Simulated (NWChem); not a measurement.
**Correlation energy of C2H3**

```
C
C 1 1.3184
H 2 1.0982 1 138.73
H 1 1.1064 2 122.22 3 180.00
H 1 1.1119 4 115.68 2 180.00
```
Charge 0, spin multiplicity 2.

All runs are NWChem calculations. Structure: optimised with UPBE/def2-SVP, a minimum by its harmonic frequencies.

Basis set: 6-311G**. Each correlation energy counts from its own Hartree-Fock reference.

```csv
method,correlation energy (mHa),remark
UMP2,-243.2,spin-contaminated
SCS-UMP2,-242.2,spin-contaminated
CCSD on UHF,-280.9,spin-contaminated
CCSD[T] on UHF,-292.2,spin-contaminated
CCSD(T) on UHF,-291.5,spin-contaminated
CCSD on ROHF,-289.9,-
CCSD[T] on ROHF,-301.7,-
CCSD(T) on ROHF,-301.2,-
```

The values span 59.5 mHa, from CCSD[T] on ROHF (lowest) to SCS-UMP2 (highest). 

The correlated methods keep 2 core orbitals frozen. The Pople sets run with spherical d functions. The structure started from a generated list of species. The unpaired electrons of the parent sit in orbitals of symmetry a' (Cs labels of the run); other states weren't searched. The stability of the SCF solutions was not checked. Open-shell Hartree-Fock references start from PBE0 orbitals. Coupled-cluster values serve here as a point of comparison, not as the truth.
